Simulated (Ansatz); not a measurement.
Basis-set extrapolation for `ClC1=NCCO1` (PBE0-D4/def2-TZVP geometry, frozen core, Ansatz 0.2.0). Multiplicity 1, RHF reference.

|  | def2-TZVPP | def2-QZVPP |
| --- | --- | --- |
| HF | -704.828459 | -704.852102 |
| MP2 correlation | -1.101539 | -1.184282 |
| CCSD(T) correlation | -1.186071 | not run |

Energies in hartree. Use E(X) = E(∞) + A·exp(−7.88·√X) for Hartree–Fock and E(X) = E(∞) + B·X^(−2.97) for correlation, with X = 3 and 4, and add CCSD(T) minus MP2 of the smaller set to the MP2 limit.

What is the CCSD(T) energy at the basis-set limit?

HF limit: -704.852102 + (-0.023643) × 0.13774 = -704.85536. MP2 limit: -1.184282 + (-0.082743) × 0.74074 = -1.24557. Higher-order term: -1.186071 − (-1.101539) = -0.08453. Total: -706.18546 hartree, 448.8 kJ/mol below CCSD(T)/def2-TZVPP.
